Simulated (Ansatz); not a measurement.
**Cobalt, hcp under LDA: ground state and equation of state**

The plan for cobalt in the hcp structure: relax it, solve it on a dense k-mesh, switch on spin-orbit coupling, then scale the cell to 7 volumes from 88 to 112 % of the relaxed one and try a fit of the equation of state. The start is ferromagnetic. The k-meshes are 14×14×8 for the relaxation; 24×24×13 for the dense run; 15×15×8 for spin-orbit coupling; 24×24×13 for the volumes. The starting cell is the deposited one, from the Crystallography Open Database.

Method: DFT LDA (PW92), plane waves (420 eV) with PAW, scalar-relativistic; the PAW data stem from PBE, with regenerated cores, in Ansatz 0.2.0.

**1. The system as given**

Symmetry: P6_3/mmc, No. 194, hexagonal system. Conventional cell: a = 2.507 Å, b = 2.507 Å, c = 4.069 Å, α = 90.00°, β = 90.00°, γ = 120.00°. Co (site symmetry -6m2) has 12 Co at 2.50 to 2.51 Å as nearest neighbours.

Structure file:

```cif
data_structure
_symmetry_space_group_name_H-M 'P6_3/mmc'
_symmetry_Int_Tables_number 194
_cell_length_a 2.5071
_cell_length_b 2.5071
_cell_length_c 4.0686
_cell_angle_alpha 90.000
_cell_angle_beta 90.000
_cell_angle_gamma 120.000
_cell_volume 22.15
loop_
_atom_site_label
_atom_site_type_symbol
_atom_site_symmetry_multiplicity
_atom_site_Wyckoff_symbol
_atom_site_fract_x
_atom_site_fract_y
_atom_site_fract_z
_atom_site_occupancy
Co1 Co 2 c 0.33333 0.66667 0.25000 1
```

Starting moments (μB): +1.7 ×2.

**2. Relaxing cell and atoms**

The input, input.yaml:

```yaml
crystal:
  lattice:
    - [2.5070990085, 0.0, 0.0]
    - [-1.2535495042, 2.1712114311, 0.0]
    - [0.0, 0.0, 4.0686]
  atoms:
    - { symbol: Co, position: [0.3333333333, 0.6666666667, 0.25], spin: 1.7 }
    - { symbol: Co, position: [0.6666666667, 0.3333333333, 0.75], spin: 1.7 }
hamiltonian:
  xc: lda
  pseudopotentials:
    kind: paw
    azcp:
      Co: "pseudopotentials/Co.paw.azcp"
basis:
  ecutwfc: 420
  fft_grid_basis: typed
kpoints:
  mp_grid: { grid: [14, 14, 8], shift: [0, 0, 0] }
magnetization:
  spin_polarized: true
scf:
  occupations: { method: fermi_dirac, width: 0.05 }
relax:
  max_steps: 60
  f_tol: 0.01
  cell: {}
```

Further steps of the session: Single point on a dense mesh; Spin-orbit coupling switched on; Volume × 0.88; Volume × 0.92; Volume × 0.96; Volume × 1.0; Volume × 1.04; Volume × 1.08; Volume × 1.12.

**Question.** What will these runs give? Wanted: space group; conventional cell; volume; shortest distance; gap on the mesh; magnetic state; magnetic state with spin-orbit coupling; V₀, B₀, B₀′.

As calculated:

```
                               quantity                                   value
         space group (spins left aside)                      P6_3/mmc (No. 194)
                      conventional cell  a = 2.427 Å, c = 3.923 Å (c/a = 1.616)
                                 volume                          10.009 Å³/atom
                      shortest distance                                 2.411 Å
            against the measured volume                 -9.6 % (11.074 Å³/atom)
                        gap on the mesh            none (levels filled in part)
                         magnetic state   ferromagnetic, up to 1.56 μB per atom
magnetic state with spin-orbit coupling   ferromagnetic, up to 1.54 μB per atom
                            V₀, B₀, B₀′            10.017 Å³/atom, 271 GPa, 4.3
```

**Reading.** The relaxed volume lies 9.6 % below the deposited cell. It ends ferromagnetic, with up to 1.56 μB per atom. Levels at the Fermi energy are filled in part, as in a metal. The largest spin moment is 1.54 μB in the spin-orbit run and 1.56 μB without; mesh and site projection of the two kinds of run can differ, so the change can't be laid on spin-orbit coupling. The total energy of the spin-orbit run lies -0.24 eV/atom from the scalar one, but the two kinds of run don't share a zero of energy: only differences within one kind count. The fitted modulus is 271 GPa; letting shape and positions relax at each volume could only lower it.
